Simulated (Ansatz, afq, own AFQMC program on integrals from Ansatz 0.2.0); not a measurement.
Two steps: Ansatz 0.2.0 writes the Fock matrix and Cholesky factors of the valence space, and afq projects on them the lowest state that overlaps trial and start.

```yaml
crystal:
  periodic: [false, false, false]
  atoms:
    - {symbol: Al, position_ang: [0.000000, 0.000000, 0.696811]}
    - {symbol: N, position_ang: [0.000000, 0.000000, -1.099242]}
    - {symbol: H, position_ang: [0.000000, 0.822256, -1.688737]}
    - {symbol: H, position_ang: [0.000000, -0.822256, -1.688737]}
basis:
  gaussian: {orbitals: cc-pVTZ}
magnetization: {spin_polarized: false}
correlation: {method: ccsd_t, electrons: outside_noble_gas, hamiltonian_folder: ham}
```

```sh
$ ansatz run in.yaml --threads 1 --pin off --events-out ev --progress --plain --max-ram 15360MiB --backend cuda --devices 0, --max-vram 18GiB
```

afq runs on the folder ham with

```
--method phaseless --trial cisd --walkers 1800 --populations 20 --least-time 60 --time-step 0.005 --steps-per-block 50 --equilibration-blocks 28 --max-blocks 4000 --target-error 0.00019 --factor-cut 1e-05 --seed 2720 --release-times 0.24,0.51,0.99,1.62,2.4 --release-step 0.03 --release-every 3 --taylor-order 6
```

Times are imaginary, in 1/Eh. The walk had a cap of 241 s. With eight or more populations the least sampling time is a fifth of least-time, and the error comes from their spread.

afq prints:

```
orbitals 86  electrons 5 5  factors 540 of 551
reference energy -297.57688061 Eh
CCSD correlation -0.29605312 Eh in 10 cycles, weight of the determinant in the CISD state 0.8722
energy of the start -297.872931 Eh
 block  time / (1/Eh)  mean weight  energy / Eh
     1     0.250  1.0000  -297.871134
     2     0.500  1.0006  -297.874496
     3     0.750  0.9999  -297.876964
     4     1.000  0.9997  -297.878498
     5     1.250  0.9999  -297.880102
     9     2.250  0.9997  -297.881843
    15     3.750  1.0002  -297.882777
    23     5.750  1.0001  -297.886436
    29     7.250  0.9998  -297.887772
    31     7.750  1.0002  -297.885330
    39     9.750  0.9997  -297.885446
    47    11.750  1.0000  -297.884319
    55    13.750  1.0003  -297.884202
    63    15.750  0.9998  -297.883064
    71    17.750  0.9998  -297.884561
    79    19.750  1.0004  -297.884722
    87    21.750  0.9997  -297.886292
error from the spread of 20 populations
released: time / (1/Eh)  energy / Eh  error  mean overlap
  0.24  -297.884874  0.000186  0.9966
  0.51  -297.885268  0.000171  0.9897
  0.99  -297.885437  0.000209  0.9757
  1.62  -297.884828  0.000242  0.9764
  2.40  -297.885378  0.000393  0.9580
energy -297.884968 +/- 0.000173 Eh
(rows thinned)
```

The run passed its tests (sampling time, drift between the halves within three errors, error under three times the target), which doesn't prove that it has relaxed.

Against this walk (error 4.7 meV) on the same determinant: CCSD(T) 22.2 meV higher, CCSDT(Q) 5.5 meV lower (within the noise). The error is statistical and leaves out the bias of the constraint. Released to 1.62 1/Eh the energy moves by 4 ± 8 meV (both errors), within twice the noise.

Cautions: constraint bias not in the error.

The walk took 55 s on 1 × NVIDIA H100 80GB HBM3 with 2 threads of AMD EPYC 7R13 Processor (Zen 3) (shared host) (the card was shared). The log's last line is the phaseless energy.

CCSDT and higher add their correlation energy to the determinant of the CCSD(T) run, since their own runs factorise the integrals more tightly (a shift of under 2 meV). A walk keeps the symmetry of its determinant, which the program's search chose and which needn't be the lowest solution, so a lower state of the same spin and another symmetry isn't excluded.
